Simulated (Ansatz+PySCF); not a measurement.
Results of a calculation; reference values are marked as such.
Input for Ansatz (development build ahead of 0.2.0):

```yaml
crystal:
  periodic: [false, false, false]
  atoms:
    - { symbol: C, position_ang: [0.0, 0.62622, -1.23461] }
    - { symbol: C, position_ang: [0.0, -0.62622, -1.23461] }
    - { symbol: C, position_ang: [0.0, 1.46251, -0.13388] }
    - { symbol: C, position_ang: [0.0, -1.46251, -0.13388] }
    - { symbol: C, position_ang: [0.0, 0.70263, 1.05462] }
    - { symbol: C, position_ang: [0.0, -0.70263, 1.05462] }
    - { symbol: H, position_ang: [0.0, 2.55443, -0.13027] }
    - { symbol: H, position_ang: [0.0, -2.55443, -0.13027] }
    - { symbol: H, position_ang: [0.0, 1.22971, 2.01349] }
    - { symbol: H, position_ang: [0.0, -1.22971, 2.01349] }
basis:
  gaussian: { orbitals: def2-SVP }
hamiltonian:
  xc: { name: wB97X }
scf:
  omitted_lower_state_checks: [stability, starts, atomic_configurations, cluster_reference, orbital_swaps, given_window_search, neighbouring_geometries, increment]
```

The input is written out in the form of the current development build from the run's settings.

The run gave:

```json
{
  "Converged": "yes",
  "Total energy": "-230.67141 hartree",
  "Spin squared of the determinant": "0.000",
  "Occupied orbitals by symmetry in an Abelian subgroup (alpha; beta)": "10 A1 1 A2 2 B1 7 B2; 10 A1 1 A2 2 B1 7 B2"
}
```
